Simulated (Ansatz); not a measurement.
**SiNHO+ (quartet): from Hartree-Fock to the top rungs, cc-pVDZ**

The task here is to estimate one member of a computed series from the others.

The runs use Ansatz 0.2.0, Gaussian basis; cc-pVDZ, core rule «outside noble gas», up to 7 orbitals frozen.

To be run: UHF; CCSD(T) on ROHF; CCSD(T) on UHF; BCCD(T) on ROHF; CISD as a restricted active space (open shells left free, so some higher excitations enter); CCSDT(Q) on ROHF; CCSDT(Q) on UHF.

31 further runs of the same task are left out: 4 for a known fault of the program, 8 that didn't finish, 19 set aside as unsound or not needed. Runs told in other sessions of the task aren't counted.

### The geometry

The geometry is a PBE0/def2-TZVP stationary point (not a proven minimum) of the parent state, kept for this charge and spin.

4 atoms, charge 1, spin multiplicity 4.

Atoms are counted from 1 here; the program's logs count them from 0.

Bond lengths: O1–N2 1.191 Å, N2–Si3 1.782 Å, Si3–H4 1.519 Å. Angles: O1–N2–Si3 136.4°, N2–Si3–H4 90.8°.

The first run:

in.yaml

```yaml
crystal:
  periodic: [false, false, false]
  atoms:
    - {symbol: O, position_ang: [0.000000, -0.144299, 1.624079]}
    - {symbol: N, position_ang: [0.000000, 0.380867, 0.555568]}
    - {symbol: Si, position_ang: [0.000000, -0.153981, -1.144069]}
    - {symbol: H, position_ang: [0.000000, 1.288393, -1.621334]}
basis:
  gaussian: {orbitals: cc-pVDZ}
total_charge: 1
magnetization: {spin_polarized: true, initial_magnetization: 3}
hamiltonian: {xc: hf}
output: {orbitals: {seedname: orbitals}}
```

Started as:

```
$ ansatz run in.yaml --threads 1 --pin off --events-out ev --progress --plain --max-ram 2393MiB
```

Among the steps run: UHF; CCSD(T) on ROHF; CCSD(T) on UHF; BCCD(T) on ROHF; CISD as a restricted active space (open shells left free, so some higher excitations enter); CCSDT(Q) on ROHF; CCSDT(Q) on UHF.

One table of the session follows, with a row left open; its other results are not shown here.

It belongs to the step «Misses and costs». 

| method | from RCCSDT(Q) (kJ/mol) |
| --- | --- |
| ROHF | +1157.5 |
| UHF | +1111.1 |
| RMP2 | ? |
| UMP2 | +113.4 |
| CISD | +167.4 |
| RCCSD | +53.0 |
| UCCSD | +50.4 |
| RCCSD(T) | +9.1 |
| UCCSD(T) | +9.5 |
| BCCD(T) | +9.6 |
| RCCSDT | +6.4 |
| UCCSDT | +6.1 |
| RCCSDT(Q) | 0 |
| UCCSDT(Q) | -0.4 |

**Question.** Estimate the row for RMP2.

The run gave: from RCCSDT(Q) (kJ/mol): +99.1. In the column «from RCCSDT(Q) (kJ/mol)» it lies between RCCSD (+53.0) and UMP2 (+113.4).

Caveats from the session: Restricted and unrestricted rows rest on different reference determinants; a gap between their highest levels can come from leftover correlation error, from unlike frozen cores or from another state.
